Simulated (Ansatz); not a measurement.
## How far each method lies from UCCSDT(Q) for SbH4, doublet

Geometry: that of the SbH4⁻, singlet, kept fixed.

```xyz
5

Sb    0.0231    0.0000    0.0000
H    -0.3293    0.0000   -1.9448
H    -1.0689    1.3246    0.0000
H    -1.0689   -1.3246    0.0000
H    -0.3293    0.0000    1.9448
```

Basis def2-SVPD with its core potentials; Ansatz 0.2.0. Only valence electrons are correlated (noble-gas cores and the filled d shells of p-block atoms frozen), which leaves 9 electrons in 55 orbitals. Prefix R: restricted or restricted open-shell reference; prefix U: unrestricted. Active spaces: valence = (9e, 8o) chosen from the atoms' valence shells. No spin–orbit coupling is included; scalar relativity enters through the core potentials alone.

Full CI isn't at hand for all of this; UCCSDT(Q) serves as the reference, and is uncertain by about the last step of the cluster series. The frozen core follows each run's orbitals, which can shift R against U totals by a few meV for light atoms and by up to 0.1 eV past Ca.

Unrestricted rows (U) aren't spin-pure: their determinants' ⟨S²⟩ exceeds S(S+1) by up to 0.12, so they mix in states of higher spin.

The UHF ⟨S²⟩ is 0.874, the T1 diagnostic (RCCSD) is 0.0341 and the largest doubles amplitude (RCCSD) is 0.098. The T1 diagnostic (UCCSD) is 0.0282.

| level | E − E(UCCSDT(Q)) (meV) | wall time |
| --- | --- | --- |
| UHF | 4474 | – |
| UMP2 | 1156 | – |
| UCCSD | 166 | – |
| UCCSD(T) | 37 | 8.5 s |
| UCCSDT | 6 | – |

Run but not shown, since their state, orbitals or frozen core can't be matched to the reference's or they repeat it: RHF, RMP2, CISD, RCCSD, RCCSD(T), BCCD(T), RCCSDT, RCCSDT(Q), CASSCF (valence space), NEVPT2 (valence space), MRCISD (valence space), MRCISD+Q (valence space).

Times hold each run's SCF and search for its determinant on a shared host, so for small cases they say little of a method's own cost; they ran on 1 thread of Arm Neoverse V1. Some runs computed forces too.

Natural occupations of CASSCF (valence space) about the gap: 1.992 1.966 1.963 1.930 1.005 0.072 0.037 0.035; effectively unpaired electrons, Σ n²(2−n)², 1.06.
